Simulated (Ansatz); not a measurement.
**Isomers**

Structures of CH$_{5}$Si$_{2}$ (charge +1), closed shell, relaxed at PBE0-D4/def2-TZVP (vibrations not checked; lower isomers may exist, and structures with a doubtful reference or unclear bonds are left out). Ansatz 0.2.0; basis: def2-TZVPP; cores frozen in the correlated methods. B3LYP uses VWN-RPA correlation.

Question: Rank them by CCSD(T) energy, lowest first, and give each one's height above the lowest. Links in brackets join atoms within 1.22 times the sum of their covalent radii (1.1 for two metals). (An estimate is asked for; the value comes from the calculation.)
A.
CH₅Si₂ ([CH3][Si]12[H][Si]1[H]2), total charge +1
```
8
angstrom
C -1.0081 1.3060 -0.8663
Si 0.1170 -0.0240 -0.2687
Si 1.1542 -1.3840 1.0607
H -1.7270 0.8702 -1.5666
H -0.4149 2.0595 -1.3930
H 0.9450 0.3138 1.1563
H -1.5357 1.7653 -0.0273
H -0.5153 -1.0217 0.9289
```
B.
CH₅Si₂ ([CH2]1[SiH][SiH2]1), total charge +1
```
8
angstrom
C -0.8370 0.3487 -0.7630
Si 0.8638 0.9490 -0.0923
Si -0.2817 -0.9575 0.3829
H -1.1086 0.1999 -1.8079
H -1.5750 1.0115 -0.2817
H 0.8130 2.0559 0.8775
H 2.0978 0.7217 -0.8666
H -0.7691 -2.3576 0.4803
```
C.
CH₅Si₂ ([SiH2][CH][SiH2]), total charge +1
```
8
angstrom
C -0.5711 0.1534 0.2205
Si 0.1709 1.5664 0.9130
Si 0.3301 -1.3270 0.0685
H -1.6036 0.1956 -0.1186
H 1.5703 1.4975 1.3688
H -0.5443 2.8441 1.0667
H 1.7281 -1.3723 0.5313
H -0.2473 -2.5523 -0.5084
```
D.
CH₅Si₂ ([CH3][Si][SiH2]), total charge +1
```
8
angstrom
C 0.8664 -0.9749 0.8677
Si 0.4714 -0.1586 -0.7364
Si -1.2433 1.3148 -0.9735
H -2.3378 0.8441 -1.8614
H -0.8188 2.7037 -1.2876
H 1.0724 -0.2027 1.6198
H 1.7210 -1.6457 0.7772
H -0.0144 -1.5318 1.2119
```

Answer: By the calculation: C (0.0 kJ/mol), A (19.4 kJ/mol), D (74.5 kJ/mol), B (80.3 kJ/mol). Heights count from the lowest.

Question: Do PBE-D4, r2SCAN-D4, PBE0-D4, B3LYP-D4, wB97M-V, HF, MP2 give the same order? (A judgement: the text doesn't fix the answer.)

Answer: Computed: Lowest first: PBE-D4 A < C < D < B; r2SCAN-D4 C < A < B < D; PBE0-D4 A < C < B < D; wB97M-V C < A < B < D; HF C < A < B < D; MP2 C < A < B < D. The others agree with CCSD(T).

No T1 diagnostic of these runs exceeds 0.023. The restricted Hartree–Fock reference is unstable towards an unrestricted one at one or more of these structures. A large double-excitation amplitude points to some diradical character; no triplet was computed.

For scale, one of the runs: CCSD(T)/def2-TZVPP, 185 basis functions, launched by `ansatz run in.yaml --threads 2 --pin off --events-out ev --progress --plain --max-ram 4352MiB`. The run took 36 s on 2 CPU threads of an Arm Neoverse V1 (shared host), with 1.6 GiB of host memory at its peak.
